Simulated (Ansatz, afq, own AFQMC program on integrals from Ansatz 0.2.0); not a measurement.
# As, quartet: AFQMC among the cluster methods

A free As atom.

Basis def2-SVP. Only valence electrons are correlated. Ansatz 0.2.0 and our own AFQMC program on the same integrals; the CISD trial comes from CCSD amplitudes, and released means the phaseless constraint is let go. Free AFQMC starts from the CCSD state and is never constrained. Its projection time is finite, and what remains of the start isn't in its error. ± is one standard error of the sampling. No spin–orbit coupling.

Determinant: UHF, the one that the program's search chose, which needn't be the lowest solution.

Full CI on the same integrals is exact in this basis and with this determinant's frozen core.

Cautions: no relativity below Rb; no spin-orbit coupling; inner d shell frozen.

```
T1 diagnostic                               : 0.0027
weight of the determinant in the CISD state : 0.952
⟨S²⟩ of the determinant                     : 3.751
size of the correlated space                : 5 electrons in 18 orbitals
```

| level | correlation energy (eV) |
| --- | --- |
| MP2 | -1.5336 |
| CCSD | -1.9369 |
| CCSD(T) | -1.9629 |

Task: Estimate where phaseless AFQMC with a CISD trial lies against CCSD(T) on the same integrals.

Result: 0.7 ± 0.04 kJ/mol below CCSD(T).

Reference: full CI, correlation energy -1.971 eV. The released energy is read at 1.50 1/Eh (meV from the phaseless value at times in 1/Eh: -0.3 ± 0.3 at 0.24, -0.7 ± 0.3 at 0.50, -1.36 ± 0.23 at 1.00, -1.32 ± 0.24 at 1.50).

```
         level  E − E(reference) (kJ/mol)  share of correlation (%)
       CCSD(T)                        0.8                     99.59
         CCSDT                        0.2                     99.89
      CCSDT(Q)                        0.1                     99.97
        CCSDTQ                        0.0                    100.00
   ph-AFQMC/HF                 -2.3 ± 1.1                    101.22
 ph-AFQMC/CISD                 0.1 ± 0.04                     99.95
released AFQMC                 0.0 ± 0.02                    100.01
    free AFQMC                 0.0 ± 0.03                    100.00
```

CCSDT and higher add their correlation energy to the determinant of the CCSD(T) run, since their own runs factorise the integrals more tightly (a shift of under 2 meV). Free projections are given only where their last times agree within the noise and don't stop above the reference; a slow remainder of the start can still hide under it. A walk keeps the symmetry of its determinant, which the program's search chose and which needn't be the lowest solution, so a lower state of the same spin and another symmetry isn't excluded. Released energies are given only where the last usable release times agree within the noise; a slower fall can still hide under it.
